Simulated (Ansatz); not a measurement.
Geometry optimisation, RHF/def2-SVP (Ansatz 0.2.0).

Input file:

```yaml
crystal:
  periodic: [false, false, false]
  atoms:
    - { symbol: Si, position_ang: [-0.066917, -0.17947, -0.054557] }
    - { symbol: H, position_ang: [-0.193898, -0.135507, 1.405415] }
    - { symbol: O, position_ang: [1.514086, -0.259273, -0.543855] }
    - { symbol: H, position_ang: [1.914894, -1.103407, -0.681103] }
    - { symbol: H, position_ang: [-0.706567, 1.001906, -0.657448] }
    - { symbol: H, position_ang: [-0.76392, -1.399896, -0.534049] }
    - { symbol: "N", position_ang: [1.347656, 2.103551, 1.364865] }
    - { symbol: H, position_ang: [1.983962, 1.608213, 0.767575] }
    - { symbol: H, position_ang: [0.764141, 2.690955, 0.797546] }
    - { symbol: H, position_ang: [0.755963, 1.416628, 1.841612] }
basis:
  gaussian: { orbitals: def2-SVP }
hamiltonian:
  xc: hf
relax:
  f_tol: 0.03
  max_steps: 50
```

Run as:

```bash
$ ansatz run input.yaml --threads 2 --pin off --max-ram 3072MiB --backend cpu --events-out ev --progress --plain --runs-dir out
```

**Question.** Where does it end, and by what steps?

**Answer.** It converged. The force dipped under the threshold on the way, but the program's further checks kept it going. After 15 steps the energy has fallen by 0.262 eV; H10 moved furthest, 0.90 Å.

```tsv
step	energy less start (eV)	largest force component (eV/Å)	accepted
0	0.0000	1.012	yes
1	-0.1594	0.284	yes
2	-0.2151	0.216	yes
3	-0.2256	0.593	yes
4	-0.2154	1.589	no
5	-0.2489	0.412	yes
6	-0.2566	0.167	yes
7	-0.2601	0.032	yes
8	-0.2601	0.185	no
9	-0.2609	0.033	yes
10	-0.2609	0.132	yes
11	-0.2617	0.040	yes
12	-0.2619	0.018	yes
13	-0.2621	0.016	yes
14	-0.2622	0.045	yes
15	-0.2623	0.019	yes
```

```xyz
10
Properties=species:S:1:pos:R:3
Si -0.306 -0.532 -0.250
H -0.585 -0.796 1.182
O 1.310 -0.287 -0.508
H 1.931 -0.986 -0.378
H -1.000 0.696 -0.675
H -0.797 -1.689 -1.035
N 1.738 2.459 1.414
H 1.890 1.722 0.745
H 1.091 3.109 1.001
H 1.278 2.049 2.209
```

Whether the end is a true minimum wasn't checked by a vibrational analysis.

The run took 12 s on 2 threads of Arm Neoverse V2, with other jobs on the host, peak memory 0.13 GiB.
